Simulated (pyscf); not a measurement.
Elementary routes open to O=As–OH (SMILES O=[As]O) + H₂ (SMILES [H][H]) in the gas phase (singlet surface):
A. O=AsH (SMILES O=[AsH]) + H₂O (SMILES O) (As–O, H–H broken; As–H, H–O formed)
B. HO–AsH–OH (SMILES O[AsH]O) (H–H broken; H–O, As–H formed)

Single points on ωB97X-D3(BJ)/def2-SVP structures (PySCF, gas phase).

Q: Rank the routes by free-energy barrier at 600 K, lowest first, for ωB97M-D3(BJ)/def2-TZVP energies (ideal gas, 1 atm, RRHO with modes under 100 cm⁻¹ raised to 100, one conformer, R ln 2 for chiral ones without a mode under 150 cm⁻¹).

A: A (2.40 eV), B (2.46 eV)

Route A is the fastest of these, ahead of the next by 0.06 eV. The most stable products are those of B (ΔG = -0.19 eV), whose barrier is 0.06 eV higher: the kinetic and the thermodynamic product differ. At 1200 K A is still the fastest. A: On the product side the descent ends in a bound adduct, 0.47 eV under the separated species and 1.26 eV under the saddle at ωB97X-D3(BJ)/def2-TZVP. B: On the product side the descent ends in a point that may be a rotor saddle (no frequency run), 0.07 eV over the lowest minimum found and 2.80 eV under the saddle at ωB97X-D3(BJ)/def2-TZVP. Only these routes are compared; each barrier is that of the saddle found, and lower ones may exist. Elements up to Kr have no core potential and no relativistic terms here.
